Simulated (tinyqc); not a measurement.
Inside a calculation. Method: RHF in the sto-3g basis, for BH3, spin multiplicity 1. One step of it, computed by the program tinyqc.

Question. Iteration 1: diagonalisation and new density. Diagonalise F' = X^T F X, C = X C', fill 4 alpha and 4 beta electrons from the bottom; D = 2 C_occ C_occ^T; the new density keeps 0.5 of the old one (damping). Each column has its largest component positive (the first on a tie).

Fock matrix F (hartree), lower triangle:
```
            1B 1s      1B 2s     1B 2px     1B 2py    1B 2pz      2H 1s      3H 1s      4H 1s
1B 1s   -6.147138
1B 2s   -1.892924  -0.711731
1B 2px  -0.000002  -0.000059   0.138799
1B 2py   0.000000   0.000000   0.000000   0.138591
1B 2pz  -0.002635   0.030218  -0.000007   0.000000  0.754960
2H 1s   -0.487165  -0.369482  -0.181464   0.000000  0.011641  -0.075869
3H 1s   -0.487410  -0.369566   0.090637  -0.157177  0.011646  -0.120536  -0.075880
4H 1s   -0.487410  -0.369566   0.090637   0.157177  0.011646  -0.120536  -0.120476  -0.075880
```

X, lower triangle:
```
            1B 1s      1B 2s     1B 2px     1B 2py    1B 2pz      2H 1s      3H 1s     4H 1s
1B 1s    1.033564
1B 2s   -0.181733   1.443624
1B 2px  -0.000007   0.000020   1.212777
1B 2py   0.000000   0.000000   0.000000   1.213078
1B 2pz   0.001529  -0.015709   0.000000   0.000000  1.000595
2H 1s    0.027934  -0.351308  -0.365376   0.000000  0.013353   1.276998
3H 1s    0.027930  -0.351429   0.182618  -0.316647  0.013360  -0.017115   1.277175
4H 1s    0.027930  -0.351429   0.182618   0.316647  0.013360  -0.017115  -0.017206  1.277175
```

D at the start, lower triangle:
```
            1B 1s      1B 2s     1B 2px     1B 2py    1B 2pz      2H 1s      3H 1s     4H 1s
1B 1s    2.179068
1B 2s   -0.709232   2.741705
1B 2px  -0.000045   0.000208   2.478285
1B 2py   0.000000   0.000000   0.000000   2.479076
1B 2pz   0.039788  -0.163927   0.000033   0.000000  0.009805
2H 1s    0.068466  -0.224274  -0.379493   0.000000  0.013389   0.076506
3H 1s    0.068434  -0.224123   0.189568  -0.328938  0.013390  -0.010641   0.076524
4H 1s    0.068434  -0.224123   0.189568   0.328938  0.013390  -0.010641  -0.010767  0.076524
```

overlap S, lower triangle:
```
           1B 1s     1B 2s     1B 2px     1B 2py     1B 2pz     2H 1s     3H 1s     4H 1s
1B 1s   1.000000
1B 2s   0.269328  1.000000
1B 2px  0.000000  0.000000   1.000000
1B 2py  0.000000  0.000000   0.000000   1.000000
1B 2pz  0.000000  0.000000   0.000000   0.000000   1.000000
2H 1s   0.066822  0.476975   0.488535   0.000000  -0.018521  1.000000
3H 1s   0.066857  0.477092  -0.244146   0.423241  -0.018527  0.108758  1.000000
4H 1s   0.066857  0.477092  -0.244146  -0.423241  -0.018527  0.108758  0.108672  1.000000
```

Give: F' = X^T F X; orbital energies; coefficients C; D after iteration 1.

Answer.

F' = X^T F X (hartree), lower triangle:
```
        1       2       3       4      5       6       7      8
1  -5.953
2  -1.113   0.127
3   0.000   0.000   0.454
4   0.000   0.000   0.000   0.454
5  -0.004   0.010   0.000   0.000  0.756
6  -0.070  -0.342  -0.404   0.000  0.017   0.310
7  -0.070  -0.342   0.202  -0.350  0.017  -0.050   0.311
8  -0.070  -0.342   0.202   0.350  0.017  -0.050  -0.050  0.311
```

orbital energies (hartree): MO1 -6.158, MO2 -0.293, MO3 -0.090, MO4 -0.090, MO5 0.755, MO6 0.838, MO7 0.904, MO8 0.904

coefficients C:
```
           MO1     MO2     MO3     MO4     MO5     MO6     MO7     MO8
1B 1s    0.986  -0.234   0.000   0.000  -0.048  -0.273   0.000   0.000
1B 2s    0.056   0.527   0.000   0.000   0.228   1.468  -0.001   0.000
1B 2px   0.000   0.000   0.000   0.485   0.000   0.001   1.198   0.000
1B 2py   0.000   0.000   0.485   0.000   0.000   0.000   0.000   1.199
1B 2pz   0.000  -0.021   0.000   0.000   0.984  -0.181   0.000   0.000
2H 1s   -0.010   0.295   0.000   0.536  -0.094  -0.738  -0.981   0.000
3H 1s   -0.010   0.294   0.464  -0.268  -0.093  -0.737   0.491  -0.850
4H 1s   -0.010   0.294  -0.464  -0.268  -0.093  -0.737   0.491   0.850
```

D after iteration 1, lower triangle:
```
         1B 1s   1B 2s  1B 2px  1B 2py  1B 2pz   2H 1s   3H 1s  4H 1s
1B 1s    2.116
1B 2s   -0.422   1.651
1B 2px   0.000   0.000   1.474
1B 2py   0.000   0.000   0.000   1.475
1B 2pz   0.025  -0.093   0.000   0.000   0.005
2H 1s   -0.044   0.042   0.070   0.000   0.001   0.412
3H 1s   -0.044   0.043  -0.035   0.061   0.001  -0.062   0.412
4H 1s   -0.044   0.043  -0.035  -0.061   0.001  -0.062  -0.062  0.412
```
